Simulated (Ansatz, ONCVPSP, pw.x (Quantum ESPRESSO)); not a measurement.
# Ge (Z = 32): does the ONCV potential hold in the solid?

* Element: germanium (Ge)
* Generator: ONCVPSP 4.0.1.1 (patched build)
* Type: optimised norm-conserving Vanderbilt (ONCV)
* Functional: LDA (Perdew-Wang 92)
* Relativity: scalar-relativistic
* Frozen core: [Ar] 3d10
* Valence charge: 4
* Reference configuration: 4s2 4p2
* Partial waves: 4s: rc 1.90 bohr, ncon 4, nbas 8, qcut 3.7 1/bohr, 2 projectors, debl 3.7 Ha; 4p: rc 1.95 bohr, ncon 4, nbas 7, qcut 4.5 1/bohr, 1 projector; d scattering state at 0.2 Ha: rc 1.70 bohr, ncon 4, nbas 7, qcut 5.3 1/bohr, 2 projectors, debl 3.4 Ha
* Local potential: polynomial inside 1.40 bohr (lpopt 5, dvloc0 0 Ha)
* Core correction: none

Crystal test: diamond Ge in pw.x 7.5, no spin, 8³ k-points, Fermi–Dirac smearing 0.01 Ry, cutoffs 100/400 Ry. The reference is all-electron LAPW (Ansatz 0.2.0) with the same functional, mesh and smearing; V0 and B0 come from Birch–Murnaghan fits to the pressures at five volumes. Errors are pseudo minus all-electron; Δ is the rms difference of the E(V) curves that follow from these fits, minima aligned, over ±6 % about the mean V0. Mesh and smearing are coarse, so the numbers serve the comparison and aren't converged zero-temperature values; the lattice is a test structure that the element need not adopt.

| V (Å³/atom) | P all-electron (GPa) | P pseudo (GPa) |
| --- | --- | --- |
| 21.111 | 4.14 | 0.48 |
| 21.666 | 1.94 | -1.45 |
| 22.222 | 0.06 | -3.09 |
| 22.778 | -1.56 | -4.49 |
| 23.333 | -2.98 | -5.70 |

All-electron: a0 = 5.625 Å (V0 = 22.24 Å³/atom), B0 = 69.8 GPa.

Pseudopotential: mean pressure error (GPa): -3.17; a0 (Å): 5.539; a0 error (%): -1.52; B0 error (%): +9.5; Δ (meV/atom): 16.0. This is a poor potential for the solid. The generator flags a localised state at positive energy (d at 11 eV).

**Question.** At the middle volume, how do free energy and pressure move when the wave cutoff is lowered (ecutrho kept at four times it)?

**Answer.**

```csv
cutoff (Ry),shift of F (meV/atom),shift of P (GPa)
45,+77.7,+0.96
60,+38.2,+0.53
80,+27.1,+0.39
```

The run at the middle volume (29 k-points, 7 iterations) took about 39 s on one core of a shared host (Neoverse-N1, 64 threads, 124 GiB, load 57).
